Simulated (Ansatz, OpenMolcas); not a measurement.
**A ladder of methods for P2H4**

P2H4: 6 atoms, total charge 0, spin state singlet. The shape is that of a GFN2-xTB optimisation.

```xyz
6

P    -0.2831   -0.1749   -1.0253
P     0.2836    0.1730    1.0229
H    -1.6380    0.0643   -0.7862
H    -0.4417   -1.5496   -0.8459
H     1.6393   -0.0621    0.7896
H     0.4401    1.5493    0.8448
```

Each level gives the vertical energy of the triplet above the singlet (eV). The values are calculated.

```csv
level,kind,program,value (eV),less FCI/STO-3G,CPU time (all runs)
BLYP/STO-3G,GGA,Ansatz,6.70,-0.47,3.4 s
PBE/STO-3G,GGA,OpenMolcas,6.71,-0.46,12 s
r2SCAN0/STO-3G,hybrid meta-GGA,Ansatz,6.85,-0.32,9.2 s
HSE06/STO-3G,range-separated hybrid,Ansatz,6.83,-0.34,4.7 s
RPA@PBE/STO-3G,RPA,Ansatz,7.09,-0.08,4.8 s
MP2/STO-3G,perturbation theory,Ansatz,7.14,-0.03,0.3 s
"MRCI(2,2)/STO-3G",multireference,OpenMolcas,7.21,+0.04,3.6 s
BCCD(T)/STO-3G,coupled cluster or CI,Ansatz,7.18,+0.01,0.63 s
CCSD/STO-3G,coupled cluster or CI,Ansatz,7.18,+0.01,0.46 s
FCI/STO-3G,exact in the basis,Ansatz,7.17,0.00,6.3 s
```

FCI/STO-3G is exact within its basis and frozen core, so for wave-function methods in that basis the difference is their error; functionals converge differently with the basis, so for them it is only a difference. The values span 6.70 to 7.21 eV. All rows use very small basis sets, so none should be taken for the real molecule's value. In so small a basis fixed costs decide the times, and correlated methods can beat functionals. Times are those of the runs behind each value, whatever else they computed, on shared processors of several kinds: orders of magnitude only.
